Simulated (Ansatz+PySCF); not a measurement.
The numbers below are computed, except where a source is named.
## Several solutions for singlet H2O

```xyz
3

O     0.0000    0.0000   -0.2812
H     0.0000    1.7723    1.1248
H     0.0000   -1.7723    1.1248
```

Basis set: 6-31G (spherical functions). Charge 0, multiplicity 1.

PBE0 (unrestricted) was run from several starts with Ansatz (development build ahead of 0.2.0) and PySCF 2.14.0.

```json
{"run": "A", "program": "Ansatz", "start": "atomic start, no search", "converged": "yes", "energy (hartree)": "-75.89379", "<S²>": "0.00"}
{"run": "B", "program": "Ansatz", "start": "search for the lowest state", "converged": "yes", "energy (hartree)": "-75.99623", "<S²>": "1.75"}
{"run": "C", "program": "Ansatz", "start": "stability test followed", "converged": "yes", "energy (hartree)": "-75.99623", "<S²>": "1.75"}
{"run": "D", "program": "PySCF", "start": "program defaults", "converged": "yes", "energy (hartree)": "-75.89379", "<S²>": "0.00"}
```

(1) Which runs reached the lowest solution of this kind, and what is wrong with the others?

## Answers

(1) B, C reached the lowest solution found. Converged but too high: A by 2.79 eV, D by 2.79 eV. Convergence only shows a stationary point, and even a stable one can lie too high; stability tests and further starts are what find lower ones. Caution: charge can spread falsely over distant fragments. Caution: the unrestricted determinant is a mixture of spin states.
